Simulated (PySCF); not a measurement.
**Basis-set dependence of MgAl at PBE**

PySCF, UKS reference; doublet, unpaired electrons π ↑; De to Mg + Al without counterpoise correction.

```tsv
basis	relativity	functions	Re (Å)	ωe (cm⁻¹)	De (eV)	μ (D)
3-21G	no relativity	26	2.879	216	0.59	-1.41
6-31G(d,p)	no relativity	36	2.877	214	0.57	-1.34
def2-SVPD	no relativity	45	2.879	212	0.60	-1.26
jorge-DZP-DKH	spin-free X2C	48	2.884	211	0.57	-1.28
aug-cc-pVDZ/aug-cc-pV(D+d)Z	no relativity	59	2.877	213	0.58	-1.30
```

Question: How does each smaller set differ from the one with most functions, aug-cc-pVDZ/aug-cc-pV(D+d)Z?

Answer: 3-21G: +0.2 pm, +1.4 % in ωe, +0.01 eV in De; 6-31G(d,p): +0.0 pm, +0.5 % in ωe, -0.01 eV in De; def2-SVPD: +0.2 pm, -0.5 % in ωe, +0.02 eV in De; jorge-DZP-DKH: +0.7 pm, -0.9 % in ωe, -0.01 eV in De. All at PBE; the set with most functions is neither the basis-set limit nor always the best. The rows treat relativity differently, so the differences are not basis effects alone.

A positive dipole means Mg(−)Al(+). 3-21G is very small, so such numbers show the basis as much as the molecule. The state was picked by a PBE0 search and need not be the measured ground state.
